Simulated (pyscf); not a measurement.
H₃C–Al(NH₂)–NH₂ + hydrogen (H₂) → H₂N–AlH–NH₂ + methane (CH₄) (four-centre exchange; singlet surface; Al–C, H–H broken, Al–H, C–H formed). Single points on ωB97X-D3(BJ)/def2-SVP structures (PySCF, gas phase). Rate constants from transition-state theory, ωB97M-D3(BJ)/def2-TZVP energies (ideal gas, 1 atm, RRHO with modes under 100 cm⁻¹ raised to 100, one conformer, R ln 2 for chiral ones without a mode under 150 cm⁻¹; no tunnelling), k in cm³ molecule⁻¹ s⁻¹.

```csv
T (K),1000/T,log10 k
298,3.354,-40.30
600,1.667,-26.08
900,1.111,?
1200,0.833,-18.88
```

Task: Fit an Arrhenius line to the three values, give the activation energy, and predict k at 900 K.

Result: Least squares gives log10 k = -11.86 − 8.49 × 1000/T, so Ea = 8.49 × ln 10 × 1.987 = 38.8 kcal/mol, against an electronic barrier of 36.4. At 900 K the line gives -21.29; the computed value is -21.32 (ΔG‡ = 64.6 kcal/mol), close to the line. At the saddle there is also a short Al–H contact that neither side keeps. This is the saddle that the search found; another between the same sides may lie lower.
